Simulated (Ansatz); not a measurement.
in.yaml

```yaml
crystal:
  periodic: [false, false, false]
  atoms:
    - {symbol: F, position_ang: [0.000000, -1.093043, 1.921134]}
    - {symbol: Ga, position_ang: [0.000000, 0.377973, 0.945903]}
    - {symbol: Ga, position_ang: [0.000000, -0.105864, -1.493148]}
    - {symbol: H, position_ang: [0.000000, 1.779661, 1.644008]}
basis:
  gaussian: {orbitals: cc-pVDZ}
magnetization: {spin_polarized: true, initial_magnetization: 0}
hamiltonian: {xc: hf}
output: {orbitals: {seedname: orbitals}}
```

```sh
$ ansatz run in.yaml --threads 1 --pin off --events-out ev --progress --plain --max-ram 2393MiB
```

The program prints:

```
823 factors; integrals over basis functions are off by at most 7.3e-4 eV
mean field evaluation 1: about -107386.3058 eV, gradient 2.2e1 eV
mean field evaluation 2: about -107386.3243 eV, gradient 2.2e1 eV
mean field evaluation 4: about -107388.8809 eV, gradient 1.7e0 eV
mean field evaluation 8: about -107388.9504 eV, gradient 1.8e-1 eV
mean field evaluation 16: about -107389.0135 eV, gradient 3.9e-1 eV
mean field evaluation 32: about -107388.9826 eV, gradient 9.3e-2 eV
mean field evaluation 64: about -107389.0874 eV, gradient 6.0e-2 eV
mean field evaluation 96: about -107388.4093 eV, gradient 3.6e-1 eV
mean field evaluation 128: about -107389.0656 eV, gradient 4.5e-1 eV
mean field evaluation 160: about -107388.4704 eV, gradient 6.7e-1 eV
mean field -107389.08816085 eV, -3946.4761989728 hartree, gradient 2.3e-5 eV, S^2 0.575504; 7 other end points of the search recorded, 0 dependent functions left out
reference -107389.08816085 eV, -3946.4761989728 hartree; 36, 36 occupied and 37, 37 virtual orbitals, 823 factors
Total energy: -107389.08816085 eV, -3946.4761989728 hartree
```

Ran on 1 thread of Intel Xeon, shared host: 20 s wall, 0.22 GiB peak host memory.
